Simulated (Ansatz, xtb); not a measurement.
**A geometry optimisation of CHBF with r2SCAN-D4/def2-SVP**

The starting geometry of this gas-phase doublet has its atoms placed at random.

```xyz
4

C    -0.5186    1.6426    0.5599
B    -0.4744    1.0478   -0.6736
F     0.9334    1.2302   -0.6307
H    -1.1842    0.1965    0.0909
```

Q: Guess where an optimisation with r2SCAN-D4/def2-SVP ends from this start.

A: It ends as `[CH]=BF`. Contacts that open: B2–H4 (1.35 → 2.44 Å). Contacts that close: C1–H4 (1.66 → 1.08 Å).

The energy falls by 4.84 eV over 17 steps:

```csv
step,E − E(last) (eV)
1,4.840
3,3.457
5,2.354
6,1.798
8,0.933
10,0.295
12,0.038
13,0.010
15,0.000
17,0.000
```

Final geometry (Å):

```
atom    x (Å)   y (Å)    z (Å)
   C  -0.9051  0.8722   0.2376
   B   0.1970  1.1632  -0.5044
   F   1.2466  1.4388  -1.2081
   H  -1.7823  0.6430   0.8214
```

From the same start GFN2-xTB reaches the same bonding as this run.

From so rough a start the end depends on the optimiser's path, so another program may land elsewhere. No frequencies were run, so the end isn't proven a minimum. Open shells are spin-unrestricted. Run with Ansatz 0.2.0, 83 s on 2 threads of Arm Neoverse V1 (shared host).
